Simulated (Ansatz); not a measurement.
# BH₂ (doublet): wave-function methods side by side, aug-cc-pVTZ

The task here is to estimate one member of a computed series from the others.

Method: aug-cc-pVTZ, core rule «outside noble gas», up to 1 orbitals frozen; program: Ansatz 0.2.0, Gaussian basis.

Plan: UHF; CCSD(T) on ROHF; CCSD(T) on UHF; BCCD(T) on ROHF; CCSDT(Q) on ROHF; CCSDT(Q) on UHF; CASSCF and MRCISD+Q, 5 electrons in 6 orbitals; CASSCF and MRCISD+Q(relaxed), 5 electrons in 6 orbitals; CASSCF and NEVPT2, 5 electrons in 6 orbitals.

7 further runs of the same task are left out: 1 that didn't finish, 6 set aside as unsound or not needed.

**What is computed**

The geometry is a PBE0/def2-TZVPD stationary point (not a proven minimum) of the parent state, kept for this charge and spin.

3 atoms, charge 0, spin multiplicity 2.

Atoms are counted from 1 here; the program's logs count them from 0.

Bond lengths: B1–H2 1.209 Å, B1–H3 1.209 Å. Angles: H2–B1–H3 128.9°.

The first run:

Contents of in.yaml:

```yaml
crystal:
  periodic: [false, false, false]
  atoms:
    - {symbol: B, position_ang: [0.000000, -0.081894, 0.000000]}
    - {symbol: H, position_ang: [0.000000, 0.439190, -1.091073]}
    - {symbol: H, position_ang: [0.000000, 0.439190, 1.091073]}
basis:
  gaussian: {orbitals: aug-cc-pVTZ}
magnetization: {spin_polarized: true, initial_magnetization: 1}
hamiltonian: {xc: hf}
output: {orbitals: {seedname: orbitals}}
```

Started as:

```bash
> ansatz run in.yaml --threads 1 --pin off --events-out ev --progress --plain --max-ram 3968MiB --backend cpu
```

Among the steps run: UHF; CCSD(T) on ROHF; CCSD(T) on UHF; BCCD(T) on ROHF; CCSDT(Q) on ROHF; CCSDT(Q) on UHF; CASSCF and MRCISD+Q, 5 electrons in 6 orbitals; CASSCF and MRCISD+Q(relaxed), 5 electrons in 6 orbitals; CASSCF and NEVPT2, 5 electrons in 6 orbitals.

One of the session's tables, all rows but one given; the rest of the session is left out.

```
                   method  from UCCSDT(Q) (kcal/mol)
                     ROHF                     +66.45
                      UHF                     +65.55
                     RMP2                     +13.24
                     UMP2                          ?
                    RCCSD                      +1.63
                    UCCSD                      +1.60
                 RCCSD(T)                      +0.32
                 UCCSD(T)                      +0.31
                  BCCD(T)                      +0.32
                   RCCSDT                      +0.03
                   UCCSDT                      +0.02
                RCCSDT(Q)                      +0.01
                UCCSDT(Q)                          0
           CASSCF valence                     +44.23
           NEVPT2 valence                     +11.05
           MRCISD valence                      +1.56
         MRCISD+Q valence                      +0.16
MRCISD+Q(relaxed) valence                      -0.35
```

**Question.** Estimate the row for UMP2.

**Answer.** from UCCSDT(Q) (kcal/mol): +13.18. In the column «from UCCSDT(Q) (kcal/mol)» it lies between NEVPT2 valence (+11.05) and RMP2 (+13.24).

Among the levels timed on like hardware and quicker than the yardstick, those that no quicker one beats, quickest first: NEVPT2 valence (2 s, +11.05 kcal/mol); MRCISD+Q valence (2.2 s, +0.16 kcal/mol); RCCSDT(Q) (3.3 s, +0.01 kcal/mol).

Caveats from the session: Of the multireference levels listed MRCISD+Q valence comes nearest in total energy (+0.16 kcal/mol), which doesn't show that its space is the better one. Restricted and unrestricted rows rest on different reference determinants; where their highest levels disagree by more than a few hundredths of an eV, they describe different states and don't form one ladder.
